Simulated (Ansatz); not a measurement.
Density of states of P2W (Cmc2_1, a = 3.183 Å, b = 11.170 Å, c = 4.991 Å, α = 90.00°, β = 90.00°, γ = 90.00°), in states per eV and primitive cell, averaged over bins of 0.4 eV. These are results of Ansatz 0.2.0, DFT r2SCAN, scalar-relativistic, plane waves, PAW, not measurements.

Plane waves to 500 eV, a k mesh through Γ of 12×12×8 on the computed 6-atom cell and Gaussian smearing (0.10 eV); no spin polarisation.

The cell is relaxed at this level. The states (both spins) are summed by tetrahedra on a 18×18×12 mesh at the self-consistent density. Energies are bin centres; the table starts no lower than −8 eV and ends at 6 eV, or lower where the solved bands end.

It is a metal at this level.

```csv
E − E_F (eV),total,W 5d,P 3p,P 3s,W 6s
-7.85,1.00,0.15,0.68,0.07,0.08
-7.45,2.72,0.50,1.87,0.15,0.16
-7.05,2.79,0.58,1.91,0.16,0.10
-6.65,2.06,0.46,1.30,0.16,0.10
-6.25,2.79,0.73,1.71,0.19,0.11
-5.85,3.31,0.92,1.96,0.25,0.12
-5.45,1.86,0.57,1.07,0.12,0.06
-5.05,3.05,0.93,1.80,0.15,0.10
-4.65,2.97,1.00,1.69,0.15,0.07
-4.25,4.08,1.47,2.27,0.16,0.08
-3.85,5.37,2.14,2.87,0.15,0.08
-3.45,5.28,2.09,2.88,0.12,0.06
-3.05,4.93,2.00,2.65,0.10,0.05
-2.65,3.15,1.33,1.64,0.06,0.03
-2.25,2.33,1.06,1.10,0.06,0.03
-1.85,2.67,1.50,0.93,0.06,0.04
-1.45,2.99,1.93,0.79,0.07,0.03
-1.05,3.33,2.29,0.76,0.07,0.03
-0.65,1.91,1.41,0.35,0.05,0.01
-0.25,1.11,0.84,0.17,0.03,0.01
0.15,0.80,0.53,0.19,0.02,0.01
0.55,1.07,0.57,0.35,0.08,0.02
0.95,1.93,0.99,0.67,0.14,0.04
1.35,3.01,1.48,1.00,0.26,0.06
1.75,3.33,1.64,1.03,0.33,0.08
2.15,3.57,1.83,1.06,0.30,0.09
2.55,4.30,2.30,1.15,0.39,0.11
2.95,4.23,2.22,1.06,0.45,0.14
3.35,4.38,2.03,1.18,0.53,0.20
3.75,3.30,1.31,1.03,0.38,0.17
4.15,3.64,1.20,1.42,0.31,0.21
4.55,3.48,0.97,1.53,0.18,0.22
4.95,3.40,0.82,1.53,0.19,0.23
5.35,4.32,0.95,1.98,0.21,0.28
5.75,3.63,0.78,1.52,0.16,0.27
```

The columns after the total are the main Löwdin projections on the occupied valence shells of the potentials; 1 other is left out. The rest of the total lies in those, in shells that are empty in the free atom, which aren't projected, and between the atoms.

Spin-orbit coupling is left out, which matters for the bands of heavy elements.